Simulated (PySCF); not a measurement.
The vertical singlet excitations below were computed for one of the candidates. Computed with PySCF 2.14.0, density-fitted response routines, TDDFT B3LYP/def2-SVPD, vertical, gas phase, core orbitals frozen in the response. Geometries: PBE0-D3(BJ)/def2-SVP, one conformer each.

```json
{"state": "S1", "E (eV)": "6.08", "f": "0.0074"}
{"state": "S2", "E (eV)": "6.14", "f": "0.038"}
{"state": "S3", "E (eV)": "6.58", "f": "0.0039"}
{"state": "S4", "E (eV)": "6.67", "f": "0.0033"}
{"state": "S5", "E (eV)": "6.96", "f": "0.0016"}
{"state": "S6", "E (eV)": "6.98", "f": "0.028"}
{"state": "S7", "E (eV)": "7.19", "f": "0.031"}
{"state": "S8", "E (eV)": "7.23", "f": "0.011"}
{"state": "S9", "E (eV)": "7.52", "f": "0.0019"}
{"state": "S10", "E (eV)": "7.54", "f": "0.0035"}
```

Task: Which structure fits? All have the formula C4H12N2.
A. `C(N)C[C@H](C)N`
B. `CNCCNC`
C. `CN[C@@H](C)CN`
D. `CNCCCN`

Result: A. Its S1, at 6.08 eV, is the highest among the candidates; the nearest of the others has S1 at 5.62 eV. S1 is HOMO→LUMO (50%), HOMO→LUMO+1 (40%). Löwdin shares by element: HOMO nitrogen 63%, carbon 12% or more, hydrogen 6% or more (atoms not listed hold the other 18%); LUMO carbon 25% or more, hydrogen 15% or more (atoms not listed hold the other 60%). At the same level the other candidates give, for their lowest levels:
- `CNCCCN`: 5.07 eV (f 0.004); 5.75 eV (f 0.009); 5.84 eV (f 0.008); 6.11 eV (f 0.003); 6.28 eV (f 0.007); T1 5.00 eV; HOMO -5.62, LUMO 0.26 eV
- `CN[C@@H](C)CN`: 5.62 eV (f 0.001); 6.04 eV (f 0.002); 6.25 eV (f 0.015); 6.40 eV (f 0.007); 6.52 eV (f 0.002); T1 5.48 eV; HOMO -6.14, LUMO 0.42 eV
- `CNCCNC`: 5.28 eV (f 0.012); 5.66 eV (f 0.001); 5.85 eV (f 0.009); 6.02 eV (f 0.005); 6.11 eV (f 0.036); T1 5.14 eV; HOMO -5.72, LUMO 0.43 eV

Shape of the structure used: `[CH3:1][C@H:2]([NH2:3])[CH2:4][CH2:5][NH2:6]`: C1–C2–C4–C5 -64°, C2–C4–C5–N6 180°, H–N3–C2–C1 -62°, H–N3–C2–C1 54°, H–N6–C5–C4 180°, H–N6–C5–C4 63°.
Triplets come from the Tamm–Dancoff approximation.
